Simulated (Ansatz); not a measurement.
Relaxed structures of AlSiH$_{3}$O, singlet (PBE0-D4/def2-TZVP; forces vanish, vibrations not checked; lower isomers may exist, and structures with a doubtful reference or unclear bonds are left out; Å). Computed with Ansatz 0.2.0 (basis: def2-TZVPP); correlated methods freeze the cores.

Q: Rank them by CCSD(T) energy, lowest first, and give each one's height above the lowest. Links in brackets join atoms within 1.22 times the sum of their covalent radii (1.1 for two metals). (Judge from chemistry; the value comes from the calculation.)
A.
AlSiH₃O ([O][SiH][AlH2])
```
6
angstrom
O 0.4737 -2.0165 0.9416
Si -0.3504 -1.1896 -0.0461
Al 0.2721 1.1921 -0.0292
H -1.4083 -1.8278 -0.9024
H 1.4468 1.6825 -0.9702
H -0.4338 2.1593 1.0063
```
B.
AlSiH₃O ([O]1[AlH][SiH2]1)
```
6
angstrom
O 0.5280 -0.7691 0.6894
Si 0.3419 0.8128 0.1296
Al -0.7474 -1.0946 -0.4480
H -1.4632 -2.4552 -0.8018
H 1.5475 1.3756 -0.5394
H -0.0833 1.7890 1.1710
```
C.
AlSiH₃O ([OH][SiH][AlH])
```
6
angstrom
O 0.4470 -2.4037 0.7768
Si -0.5819 -1.1728 0.3570
Al 0.2186 1.1047 -0.0177
H -1.1605 -1.7055 -0.9251
H 0.9194 -2.2899 1.6036
H -0.3743 2.3227 0.8572
```

A: The calculation gives: B (0.00 kcal/mol), A (29.57 kcal/mol), C (34.29 kcal/mol). Heights count from the lowest.

T1 diagnostic: at most 0.022. The restricted Hartree–Fock reference is unstable towards an unrestricted one at one or more of these structures.

For scale, one of the runs: CCSD(T)/def2-TZVPP, 157 basis functions, launched by `ansatz run in.yaml --threads 2 --pin off --events-out ev --progress --plain --max-ram 4352MiB`. Time: 14 s of wall clock on 2 CPU threads of an Arm Neoverse V2; the host was shared. Peak host memory: 1 GiB.
